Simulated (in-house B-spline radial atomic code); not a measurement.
Values are calculated unless marked as measured or tabulated.
## Al ion on Si atom: potential, deflection and energy transfer

The pair potential comes from two frozen, spherical free-atom densities (PBE, B-spline radial code, scalar-relativistic past argon): electrostatics plus the change in Thomas-Fermi kinetic and Dirac exchange energy where they overlap, the recipe behind the universal ZBL potential, which averages such potentials (from solid-state densities) over many pairs. It is written V = (Z1 Z2 e²/r) φ(r/a), with e² = 14.3996 eV·Å and a = 0.46850 Å/(Z1^0.23 + Z2^0.23); ZBL's fit is φ = 0.18175 e^(−3.1998x) + 0.50986 e^(−0.94229x) + 0.28022 e^(−0.4029x) + 0.02817 e^(−0.20162x). Where φ falls below 4e-4 it is continued as an exponential.

Masses 26.98 and 28.09 u.

```json
{"x = r/a": "0.1", "φ, this pair": "0.9046", "φ, ZBL": "0.8928"}
{"x = r/a": "0.5", "φ, this pair": "0.6429", "φ, ZBL": "0.6096"}
{"x = r/a": "1.5", "φ, this pair": "0.3289", "φ, ZBL": "0.2995"}
{"x = r/a": "3", "φ, this pair": "0.1434", "φ, ZBL": "0.1292"}
{"x = r/a": "5", "φ, this pair": "0.0569", "φ, ZBL": "0.05224"}
{"x = r/a": "8", "φ, this pair": "0.01942", "φ, ZBL": "0.01705"}
{"x = r/a": "12", "φ, this pair": "0.005372", "φ, ZBL": "0.00474"}
{"x = r/a": "17", "φ, this pair": "0.0007099", "φ, ZBL": "0.001212"}
```

(1) At x = 4 the electrostatic, kinetic and exchange parts are 104.31, 390.86 and -41.81 eV. Find r, V and φ.

(2) The ion comes in at 39.91 keV with impact parameter 0.0644 Å. The scattering integral gives a centre-of-mass angle of 65.56° and a closest approach of 0.817 a. What are the reduced energy, the energy passed on and the laboratory angles?

Answers

(1) a = 0.46850/(1.8039 + 1.8349) = 0.12875 Å, so r = 0.51501 Å. V = 104.31 + 390.86 + (-41.81) = 453.36 eV. The bare repulsion is 13 × 14 × 14.3996/0.51501 = 5088.7 eV, so φ = 0.0891, +11.0 % against ZBL's 0.0803. The kinetic (Pauli) term is 86 % of V here.

(2) ε = E a M2/(Z1 Z2 e² (M1 + M2)) = 39910 × 2.5059e-05 = 1. The most that one collision can pass on is γE with γ = 4 M1 M2/(M1 + M2)² = 0.9996. Here T = γE sin²(θ/2) = 0.9996 × 39910 × 0.2932 = 11690 eV. The ion turns by arctan(sin θ/(cos θ + M1/M2)) = 33.5°, and the struck atom leaves at (180° − θ)/2 = 57.2°. The closest approach is 0.105 Å. With ZBL the angle would be 63.04° and T = 10900 eV.
